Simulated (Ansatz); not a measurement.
Start from `O=COCF` and change one atom or group to get `COCF`.

Ansatz, PBE0-D4/def2-TZVP geometries, multiplicity 1. Each molecule was computed in one conformer, which needn't be the lowest.

| property | `O=COCF` |
| --- | --- |
| HOMO–LUMO gap (B3LYP/def2-TZVPP) / eV | 7.76 |
| LUMO energy (PBE/def2-TZVPP) / eV | -1.64 |
| HOMO–LUMO gap (PBE0/def2-TZVPP) / eV | 8.33 |
| HOMO energy (PBE0/def2-TZVPP) / eV | -8.78 |
| HOMO energy (PBE/def2-TZVPP) / eV | -7.08 |
| size of the dipole moment (PBE/def2-TZVPP) / D | 2.10 |

**Question.** Give the same properties after the change, and the shifts. (Best estimate.)

**Answer.** Computed: 
| property | `COCF` | shift |
| --- | --- | --- |
| HOMO–LUMO gap (B3LYP/def2-TZVPP) / eV | 9.40 | 1.64 |
| LUMO energy (PBE/def2-TZVPP) / eV | 0.73 | 2.37 |
| HOMO–LUMO gap (PBE0/def2-TZVPP) / eV | 10.00 | 1.67 |
| HOMO energy (PBE0/def2-TZVPP) / eV | -8.44 | 0.34 |
| HOMO energy (PBE/def2-TZVPP) / eV | -6.81 | 0.27 |
| size of the dipole moment (PBE/def2-TZVPP) / D | 1.58 | -0.52 |

With PBE0 the HOMO rises by 0.34 eV and the LUMO rises by 2.02 eV, so the gap widens by about 1.68 eV. PBE moves the HOMO by 0.27 eV and ωB97M-V by 0.35 eV. Dipoles are sizes alone; their direction can turn.

B3LYP here is the variant with VWN-RPA as its local correlation; programs differ in this.
